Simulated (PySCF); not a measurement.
# Orbital picture of OF⁺

r²SCAN at R = 1.211 Å; PySCF, no relativity, basis sets O def2-SVP, F def2-SVP. State: ³Σ⁻ (triplet), unpaired electrons π ↑↑. Only the outer orbitals are listed, counted within each symmetry.

| spin | orbital | occ. | ε (eV) | on O (%) | main shells (%) |
| --- | --- | --- | --- | --- | --- |
| α | 3σ | 1 | -50.90 | 34 | 58 F s, 26 O s |
| α | 4σ | 1 | -37.23 | 56 | 56 O s, 35 F s, 9 F p |
| α | 1π | 1 | -28.27 | 44 | 55 F p, 44 O p |
| α | 1π | 1 | -28.27 | 44 | 55 F p, 44 O p |
| α | 5σ | 1 | -28.25 | 53 | 42 F p, 37 O p, 16 O s |
| α | 2π | 1 | -21.97 | 56 | 56 O p, 44 F p |
| α | 2π | 1 | -21.97 | 56 | 56 O p, 44 F p |
| α | 6σ | 0 | -11.33 | 60 | 56 O p, 39 F p |
| α | 7σ | 0 | 8.95 | 109 | 103 O s |
| α | 3π | 0 | 11.51 | 95 | 95 O p |
| β | 3σ | 1 | -49.62 | 29 | 62 F s, 20 O s, 9 F p |
| β | 4σ | 1 | -34.53 | 50 | 50 O s, 32 F s, 17 F p |
| β | 5σ | 1 | -26.88 | 61 | 36 O p, 36 F p, 25 O s |
| β | 1π | 1 | -25.76 | 25 | 75 F p, 25 O p |
| β | 1π | 1 | -25.76 | 25 | 75 F p, 25 O p |
| β | 2π | 0 | -17.69 | 75 | 75 O p, 25 F p |
| β | 2π | 0 | -17.69 | 75 | 75 O p, 25 F p |
| β | 6σ | 0 | -9.58 | 63 | 57 O p, 36 F p |

**Question.** Which are the highest filled and the lowest empty level, where do they sit, and how wide is the gap?

**Answer.** Highest filled α 2π at -21.97 eV (in %: 56 O p, 44 F p); lowest empty β 2π at -17.69 eV (in %: 75 O p, 25 F p); the gap at r²SCAN is 4.28 eV. Both belong to one degenerate shell, split only by its one-sided filling, so this is no excitation gap.

```json
{"bond order (Mayer)": "1.62", "⟨S²⟩": "2.007", "charge on O (Mulliken, basis-dependent)": "0.66", "charge on O (Löwdin, basis-dependent)": "0.59", "dipole moment (positive dipole points towards F; it is taken about the centre of mass and depends on that origin)": "-0.74 D"}
```

Shares are Mulliken populations and can fall outside 0 to 100 %.

The state is the lowest determinant that a PBE0 search found; another state may lie lower at other levels.
